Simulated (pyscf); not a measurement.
PySCF, gas phase, ωB97X-D3(BJ)/def2-SVP geometries. Correlated levels are frozen-core, on RHF or UHF. ΔMP2 is the change of the MP2 total energy from the triple- to the quadruple-zeta basis.

Q: PBE/def2-TZVP puts the barrier of HB=NH + water (H₂O) → H₂N–BH–OH (addition across a multiple bond or ene-type step; singlet surface; H–O broken, B–O, H–N formed) at 0.00 eV and the reaction energy at -2.70 eV, from the separated reactants. What do r²SCAN/def2-TZVP, B3LYP-D3(BJ)/def2-TZVP, CCSD(T)/def2-TZVPP + ΔMP2(QZVPP) give on the same structures?

A: r²SCAN: ΔE‡ = 0.03 eV, ΔE = -2.83 eV; B3LYP-D3(BJ): ΔE‡ = 0.22 eV, ΔE = -2.70 eV; CCSD(T): ΔE‡ = 0.31 eV, ΔE = -2.61 eV. PBE's barrier lies under all of them, by 0.03 to 0.32 eV. Its reaction energy lies among theirs. On the reactant side the descent ends in an adduct with a B–O contact, 0.05 eV over the separated species and 0.13 eV under the saddle at ωB97X-D3(BJ)/def2-TZVP. What is counted as formed (B–O) is already present as a longer contact in the reactant adduct; forming that adduct is a step of its own. At ωB97X-D3(BJ) the barrier from the zero used here is 0.18 eV. One saddle was located; it need not be the lowest between these sides. The CCSD(T) − MP2 part came from Ansatz, without density fitting, on the same reference.
